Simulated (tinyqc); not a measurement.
Starting guesses with plain Roothaan steps: SCF starting guesses in the sto-3g basis, for CH, spin multiplicity 4. Computed by the program tinyqc with PySCF. Command: `OMP_NUM_THREADS=1 python tinyqc.py 111983 111984 out.jsonl`; one thread of a shared host (Intel(R) Xeon(R) Processor @ 2.60GHz), about 1 s.

Geometry (angstrom):
```
atom       x       y       z
C     0.0000  0.0000  0.0000
H     0.0000  0.0000  1.7840
```

lowest solution found by these runs and by PySCF with stability checks = -37.676526 hartree

UHF with one setting changed at a time; a run stops when the energy changes by less than 1e-09 hartree and the error matrix is below 1e-5. Starts: the lowest orbitals of the core Hamiltonian, of the Wolfsberg-Helmholz matrix (K = 1.75), projected atomic densities, random orbitals, and the highest orbitals of the core Hamiltonian (a deliberately bad start).

Largest element of the error matrix X^T (FDS - SDF) X:
```
iteration     core  Wolfsberg-Helmholz  atomic densities   random  highest core orbitals
1          1.4e-01             2.7e-01           1.4e-01  4.8e+00                9.5e-02
2          8.1e-02             7.3e-02           1.0e-01  2.2e-01                3.0e-01
3          3.8e-02             3.5e-02           3.9e-02  1.6e-01                2.1e-01
4          3.5e-02             1.9e-02           2.2e-02  5.0e-02                3.4e-02
5          3.8e-02             2.0e-02           1.2e-02  2.4e-02                9.1e-03
6          3.7e-02             2.4e-02           6.8e-03  1.9e-02                5.8e-03
8          2.5e-02             3.4e-02           1.9e-03  2.8e-02                6.4e-03
10         1.2e-02             3.7e-02           8.7e-04  3.7e-02                7.1e-03
14         3.2e-03             1.3e-02           2.8e-04  2.1e-02                6.9e-03
20         9.1e-04             2.3e-03           6.8e-05  3.0e-03                3.7e-03
30         9.8e-05             2.6e-04                 -  3.4e-04                5.4e-04
45               -             9.2e-06                 -  1.2e-05                2.0e-05
```

How each run ends:
```
run                    iterations  E (hartree)         state
core                           41    -37.67653  lowest found
Wolfsberg-Helmholz             45    -37.67653  lowest found
atomic densities               29    -37.67653  lowest found
random                         47    -37.67653  lowest found
highest core orbitals          49    -37.62138        higher
```

4 of 5 runs reach the lowest solution found, in 29 to 47 iterations (fastest: atomic densities). Ending on a higher stationary point: highest core orbitals; a small error matrix cannot reveal that, and an occupation fixed by the start is kept by symmetry or by the shape of the basin. The first errors are 1e-01, 3e-01, 1e-01, 5e+00, 1e-01; the deliberately bad start has the smallest one, so a small first error does not mark a good start.
